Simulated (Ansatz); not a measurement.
AlCl2H (AlHCl₂). Charge 0, multiplicity 1. Geometry relaxed at PBE0-D4/def2-TZVP.

```xyz
4

Al   -0.098    0.012    0.102
Cl    1.890   -0.388    0.578
Cl   -0.616    0.228   -1.904
H    -1.177    0.148    1.225
```

Estimate the harmonic wavenumbers at RKS PBE0-D4/def2-TZVP (Ansatz, unscaled). Is this a minimum?

160, 450, 481, 584, 658, 2016 cm⁻¹. Yes, no mode is imaginary beyond noise. Zero-point energy 26.0 kJ/mol. Run time 17 s (4 threads of Arm Neoverse V1 on a shared host).
